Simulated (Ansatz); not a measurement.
# CH8OSi: the cost of one run

Method: RKS BLYP/6-31G*, in Ansatz 0.2.0.

## 1. The starting structure

Bond lengths: Si1–C2 2.220 Å, C2–H3 1.110 Å, C2–H4 1.110 Å, C2–H5 1.110 Å, Si1–H6 1.460 Å, Si1–H7 1.459 Å, Si1–H8 1.459 Å, Si1–O9 1.980 Å, O9–H10 1.010 Å. Angles (14 of 17 angles, heavy atoms first): C2–Si1–O9 71.6°, Si1–C2–H3 109.5°, Si1–C2–H4 109.5°, Si1–C2–H5 109.5°, C2–Si1–H6 109.5°, C2–Si1–H7 109.5°, C2–Si1–H8 109.5°, H6–Si1–O9 170.0°, H7–Si1–O9 61.6°, H8–Si1–O9 78.8°, Si1–O9–H10 109.5°, H3–C2–H4 109.4°, H3–C2–H5 109.4°, H4–C2–H5 109.4°.

Coordinates:

```xyz
11

Si    0.0000    0.0000    0.0000
C     0.0000    0.0000    2.2200
H    -0.9996   -0.3092    2.5905
H     0.7676   -0.7111    2.5905
H     0.2320    1.0203    2.5905
H     1.3768    0.0000   -0.4862
H    -0.6877    1.1914   -0.4862
H    -0.6877   -1.1914   -0.4862
O    -1.8477    0.3412    0.6243
H    -2.4944   -0.2152    0.0837
H    -1.2238    0.2260    1.7514
```

## 2. Pulling towards end A

Springs on the bonds that form and break draw the guess towards this end; the thresholds are loose.

File input.yaml:

```yaml
crystal:
  periodic: [false, false, false]
  atoms:
    - { symbol: Si, position_ang: [0.0, 0.0, 0.0] }
    - { symbol: C, position_ang: [0.0, 0.0, 2.22] }
    - { symbol: H, position_ang: [-0.9996, -0.3092, 2.5905] }
    - { symbol: H, position_ang: [0.7676, -0.7111, 2.5905] }
    - { symbol: H, position_ang: [0.232, 1.0203, 2.5905] }
    - { symbol: H, position_ang: [1.3768, 0.0, -0.4862] }
    - { symbol: H, position_ang: [-0.6877, 1.1914, -0.4862] }
    - { symbol: H, position_ang: [-0.6877, -1.1914, -0.4862] }
    - { symbol: O, position_ang: [-1.8477, 0.3412, 0.6243] }
    - { symbol: H, position_ang: [-2.4944, -0.2152, 0.0837] }
    - { symbol: H, position_ang: [-1.2238, 0.226, 1.7514] }
basis:
  gaussian: { orbitals: "6-31G*" }
hamiltonian:
  xc: blyp
relax:
  f_tol: 0.15
  max_steps: 25
  restrain:
    - { distance: [0, 8], at: 2.88, k: 30.0 }
    - { distance: [10, 1], at: 2.31, k: 30.0 }
    - { distance: [0, 1], at: 1.87, k: 30.0 }
    - { distance: [10, 8], at: 1.01, k: 30.0 }
```

On the command line:

```console
ansatz run input.yaml --threads 1 --pin off --max-ram 2048MiB --backend cpu --events-out ev --progress --plain --runs-dir out
```

**Question.** How long does this run take on 1 thread of Arm Neoverse V2, shared host, and how much memory does it need?

About 25 s, with a peak of 0.13 GiB.
